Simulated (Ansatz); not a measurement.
**GaH⁻, quartet: the ladder up to UCCSDT(Q)**

Geometry: that of the GaH⁻, doublet, kept fixed. The doublet lies 1.5 eV lower here.

| atom | x (Å) | y (Å) | z (Å) |
| --- | --- | --- | --- |
| Ga | 0.0000 | 0.0000 | 0.0000 |
| H | 0.0000 | 0.0000 | 1.7244 |

Basis aug-cc-pVTZ; Ansatz 0.2.0. Only valence electrons are correlated (noble-gas cores and the filled d shells of p-block atoms frozen), which leaves 5 electrons in 68 orbitals. Prefix R: restricted or restricted open-shell reference; prefix U: unrestricted. Active spaces: valence = (5e, 5o) chosen from the atoms' valence shells. No spin–orbit coupling is included, and no scalar relativity. This anion state lies near or above the neutral species, so the extra electron is weakly bound or unbound and the energies hang on the diffuse functions.

Full CI isn't at hand for all of this; UCCSDT(Q) serves as the reference, and is uncertain by about the last step of the cluster series. The frozen core follows each run's orbitals, which can shift R against U totals by a few meV for light atoms and by up to 0.1 eV past Ca.

- UHF ⟨S²⟩: 3.759
- T1 diagnostic (RCCSD): 0.0388
- largest doubles amplitude (RCCSD): 0.048
- T1 diagnostic (UCCSD): 0.0303

| level | E − E(UCCSDT(Q)) (kJ/mol) | share of correlation (%) | wall time |
| --- | --- | --- | --- |
| UHF | 192.7 | 2.95 | – |
| UMP2 | 51.2 | 74.24 | – |
| UCCSD | 9.5 | 95.22 | – |
| UCCSD(T) | 2.4 | 98.81 | 15 s |
| UCCSDT | 0.2 | 99.88 | – |

The correlation energy at UCCSDT(Q), counted from RHF, is -2.058 eV. That run took 4.4 s on 2 threads of AMD EPYC 7R13 with a shared H100 80 GB, shared host.

Run but not shown, since their state or frozen core can't be matched to the reference's or they repeat it: RHF, RMP2, RCCSD, RCCSD(T), BCCD(T), RCCSDT, RCCSDT(Q), CASSCF (valence space), NEVPT2 (valence space), MRCISD (valence space), MRCISD+Q (valence space).

Times hold each run's SCF and search for its determinant on a shared host, so for small cases they say little of a method's own cost; they ran on 1 thread of AMD EPYC 7R13.

Natural occupations of CASSCF (valence space) about the gap: 1.966 1.003 1.000 1.000 0.032; effectively unpaired electrons, Σ n²(2−n)², 3.01.
